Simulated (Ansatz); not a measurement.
We consider SrMoO4 (I4₁/a, No. 88), described by LDA (PAW; Ansatz, an electronic-structure program).

Numerical settings: plane-wave cutoff 500 eV, 10×10×10 k mesh, gaussian smearing 0.02 eV, no spin polarisation, scalar-relativistic PAW data made under PBE.

Cell (relaxed at this level):

```cif
data_Mo4O16Sr4
_chemical_formula_sum 'Sr4 Mo4 O16'
_space_group_name_H-M_alt 'I41/a :1'
_space_group_IT_number 88
_space_group_name_Hall 'I 4bw -1bw'
_cell_length_a 5.31684
_cell_length_b 5.31684
_cell_length_c 11.64021
_cell_angle_alpha 90.000
_cell_angle_beta 90.000
_cell_angle_gamma 90.000
loop_
_space_group_symop_operation_xyz
  'x, y, z'
  '-y, x+1/2, z+1/4'
  '-x+1/2, -y+1/2, z+1/2'
  'y+1/2, -x, z+3/4'
  '-x, -y+1/2, -z+1/4'
  'y, -x, -z'
  'x+1/2, y, -z+3/4'
  '-y+1/2, x+1/2, -z+1/2'
  'x+1/2, y+1/2, z+1/2'
  '-y+1/2, x, z+3/4'
  '-x, -y, z'
  'y, -x+1/2, z+1/4'
  '-x+1/2, -y, -z+3/4'
  'y+1/2, -x+1/2, -z+1/2'
  'x, y+1/2, -z+1/4'
  '-y, x, -z'
loop_
_atom_site_label
_atom_site_type_symbol
_atom_site_symmetry_multiplicity
_atom_site_Wyckoff_symbol
_atom_site_fract_x
_atom_site_fract_y
_atom_site_fract_z
_atom_site_occupancy
Sr1 Sr 4 a 0.00000 0.00000 0.00000 1
Mo1 Mo 4 b 0.00000 0.00000 0.50000 1
O1 O 16 f 0.26417 0.35436 0.08385 1
```
(The calculation used a cell of 12 atoms; values per cell refer to that cell.)

**Question.** Predict the band gap.

**Answer.** 
- band gap: 3.71 eV (on the SCF k mesh)

Note: the volume lies 6 % below that of the published cell.

Spin–orbit coupling is not included.

Static lattice: no zero-point or thermal effects.

It cost about 11 core-minutes (a rough figure) of CPU time.
